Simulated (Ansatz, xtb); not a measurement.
# CH5NO+: which of two isomers lies lower

We compare X, the doublet with the links of `[NH3+]C[O]`, with Y, the doublet with the links of `[NH3+][CH]O`. Both are isolated ions in the gas phase, relaxed with r2SCAN-D4/def2-SVP; the shapes shown needn't be the lowest conformers.

X (Å):

```json
{"atom": "C", "x (Å)": "-0.7467", "y (Å)": "-1.6578", "z (Å)": "1.5746"}
{"atom": "N", "x (Å)": "-0.1803", "y (Å)": "-0.2339", "z (Å)": "1.9356"}
{"atom": "O", "x (Å)": "-1.8603", "y (Å)": "-1.9150", "z (Å)": "2.1939"}
{"atom": "H", "x (Å)": "-0.8689", "y (Å)": "0.4946", "z (Å)": "1.6942"}
{"atom": "H", "x (Å)": "-0.0122", "y (Å)": "-0.1643", "z (Å)": "2.9505"}
{"atom": "H", "x (Å)": "0.7018", "y (Å)": "-0.0130", "z (Å)": "1.4499"}
{"atom": "H", "x (Å)": "-0.8697", "y (Å)": "-1.6756", "z (Å)": "0.4668"}
{"atom": "H", "x (Å)": "0.0543", "y (Å)": "-2.3892", "z (Å)": "1.8316"}
```

Y (Å):

```tsv
atom	x (Å)	y (Å)	z (Å)
C	-0.4740	-1.4969	1.2742
N	-0.3886	-0.0798	1.7870
O	-0.5255	-2.4217	2.2111
H	-1.1971	0.1668	2.3789
H	0.4605	0.0752	2.3618
H	-0.3636	0.5929	1.0058
H	0.1993	-1.6653	0.4257
H	-1.4109	-2.5882	2.5804
```

Task: Estimate E(Y) − E(X) at the level CCSD(T)/def2-SVP + ΔMP2/def2-TZVPP.

Result: Calculated at CCSD(T)/def2-SVP + ΔMP2/def2-TZVPP: E(Y) − E(X) = −0.285 eV, so structure Y lies lower.

Level by level:

```csv
level,geometry,E(Y) − E(X) (eV),departure from the last row (eV),"job, with rough time for the two"
GFN2-xTB,GFN2-xTB,−0.536,−0.251,"optimisation, 0.1 s"
HF/STO-3G,GFN2-xTB,+0.549,+0.833,"single point, 0.3 s"
r2SCAN-D4/def2-SVP//GFN2-xTB,GFN2-xTB,−0.227,+0.058,"single point, 5.3 s"
r2SCAN-D4/def2-SVP,r2SCAN-D4/def2-SVP,−0.218,+0.066,"optimisation, 97 s"
HF/def2-SVP,r2SCAN-D4/def2-SVP,+0.064,+0.349,part of the CCSD(T) run
MP2/def2-SVP,r2SCAN-D4/def2-SVP,−0.430,−0.145,part of the CCSD(T) run
CCSD(T)/def2-SVP,r2SCAN-D4/def2-SVP,−0.207,+0.078,single point
CCSD(T)/def2-SVP + ΔMP2/def2-TZVPP,r2SCAN-D4/def2-SVP,−0.285,,"single point, 28 s"
```

As drawn, Y has 1 O–H in place of 1 C–H.

HF/STO-3G, HF/def2-SVP put the two in the other order. The largest departure from CCSD(T)/def2-SVP + ΔMP2/def2-TZVPP is that of HF/STO-3G, 0.833 eV. The last row adds to CCSD(T) the change of the MP2 difference between the two basis sets, here −0.078 eV.

With harmonic frequencies from r2SCAN-D4/def2-SVP (ideal gas, rigid rotor, one conformer each, 298.15 K, 1 atm): on the last row, ΔE + ΔZPE = −0.289, ΔH = −0.270, ΔG = −0.314 eV.

Open shells are spin-unrestricted. The correlated steps freeze 3 core orbitals. Mirror images aren't counted in ΔG. Run with Ansatz 0.2.0, xtb 6.7.1; the last row on 1 thread of Arm Neoverse V1 on a shared host.
